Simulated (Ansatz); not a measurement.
Cost and result for the atomization energy of C$_{5}$H$_{10}$O, SMILES `CC(C)(C)C=O` (16 atoms, 15 bonds).

Z-matrix (Å, degrees):
```
C
C 1 1.518
H 1 1.093 2 110.2
H 1 1.091 2 111.0 3 120.3
H 1 1.091 2 111.0 3 -120.3
C 2 1.530 1 111.2 3 -61.1
C 2 1.530 1 111.2 3 61.2
C 2 1.512 1 110.8 3 -179.9
H 6 1.094 2 111.4 1 -177.0
H 6 1.093 2 111.3 1 -56.1
H 6 1.093 2 109.9 1 63.6
H 7 1.094 2 111.4 1 177.1
H 7 1.093 2 109.9 1 -63.5
H 7 1.093 2 111.3 1 56.2
O 8 1.199 2 125.9 1 0.1
H 8 1.115 2 113.7 1 -180.0
```

The species carries charge 0 and has multiplicity 1. All single points use the PBE0-D4/def2-TZVP geometry. Program: Ansatz. All runs use 2 threads of an AMD EPYC 7R13 on a shared host and a share of an NVIDIA H100 80 GB. Times are those of one run each, without the atoms' runs, and a repeat can differ threefold. Electronic energies, without spin–orbit coupling; frozen cores. CCSD(T)/CBS adds CCSD(T) − MP2 in def2-TZVPP to the MP2 limit, and its time is that of the two runs behind it. T1 = 0.012. B3LYP takes the VWN-RPA correlation (the form of Gaussian; ORCA's B3LYP/G). HSE06 is the plane-wave form, built on full-range PBE exchange.

CCSD(T)/CBS is a level of theory with its own doubt, some kJ/mol a heavy atom from the limit and from the frozen cores, so smaller differences don't rank the functionals.

```
                            level  functions  wall time  atomization (kJ/mol)  difference from CCSD(T)/CBS  per bond
            r2SCANh-D4/def2-TZVPP        326        6 s                6525.6                        -14.0      -0.9
              PBE-QIDH/def2-TZVPP        326      7.5 s                6530.0                         -9.6      -0.6
               BLYP-D4/def2-TZVPP        326        8 s                6528.2                        -11.4      -0.8
                B2PLYP/def2-TZVPP        326        8 s                6482.2                        -57.4      -3.8
                 CCSD(T)/def2-SVP        134      9.5 s                6305.0                       -234.6     -15.6
B3LYP-D4/def2-TZVPP (with forces)        326       12 s                6543.0                          3.4       0.2
              HSE06-D4/def2-TZVPP        326       12 s                6588.3                         48.7       3.2
          CAM-B3LYP-D4/def2-TZVPP        326       12 s                6570.5                         30.9       2.1
  PBE-D4/def2-TZVPP (with forces)        326       12 s                6689.1                        149.5      10.0
                B97M-V/def2-TZVPP        326       12 s                6551.0                         11.4       0.8
                   MP2/def2-QZVPP        642       12 s                6575.4                         35.8       2.4
               CCSD(T)/def2-TZVPP        326       21 s                6399.5                       -140.1      -9.3
                CCSD(T)/CBS(def2)          –       33 s                6539.6                          0.0       0.0
```

At CCSD(T), def2-SVP lies −234.7 kJ/mol from the extrapolated value and def2-TZVPP −140.1 kJ/mol: correlation converges slowly with the basis, and small sets miss more of it in the bonded molecule than in its fragments. The D4 term adds +51.6 kJ/mol with B3LYP and +27.4 kJ/mol with PBE0; it sums over pairs of atoms, weighted by their polarisabilities, and B3LYP, whose exchange is more repulsive, gets the larger term. From BLYP to BHLYP (50 % exact exchange), in def2-TZVPP and without D4, the atomization energy moves by −125.5 kJ/mol: exact exchange takes away binding that semilocal exchange gives to molecules.
